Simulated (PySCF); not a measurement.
**Highest orbital energy against ionisation energy along group 14**

Calculated with PySCF 2.14, no spin-orbit coupling. Each cell gives −ε(HOMO) / ΔSCF in eV; NIST values include spin-orbit coupling, (s) semi-empirical, (t) theoretical.

```csv
species,UHF,LDA,PBE,PBE0,r2SCAN,NIST (lowest levels)
"C (aug-cc-pVTZ-DK, spin-free X2C)",11.936 / 10.794,6.125 / 11.686,6.095 / 11.537,7.648 / 11.510,6.572 / 11.668,11.260
"Si (aug-cc-pVTZ-DK, spin-free X2C)",8.186 / 7.629,4.574 / 8.229,4.601 / 8.189,5.622 / 8.209,4.912 / 8.315,8.152
"Ge (aug-cc-pVTZ-DK, spin-free X2C)",7.888 / 7.403,4.411 / 8.008,4.381 / 7.882,5.384 / 7.915,4.694 / 8.039,7.899
"Sn (aug-cc-pVTZ-DK3, spin-free X2C)",7.262 / 6.851,4.174 / 7.420,4.117 / 7.264,5.031 / 7.310,4.403 / 7.403,7.344
"Pb (aug-cc-pVTZ-DK3, spin-free X2C)",6.949 / 6.577,4.012 / 7.175,3.922 / 6.989,4.799 / 7.027,4.197 / 7.102,7.417
```

Problem. How far is −ε(HOMO) from ΔSCF on average for each method, and why?

Solution. UHF 0.59 eV; LDA -3.84 eV; PBE -3.75 eV; PBE0 -2.70 eV; r2SCAN -3.55 eV. Hartree-Fock orbital energies lack relaxation and so exceed the ΔSCF value; semilocal functionals have convex E(N) from self-interaction, so their HOMO lies far too high; exact exchange moves hybrids part of the way back.
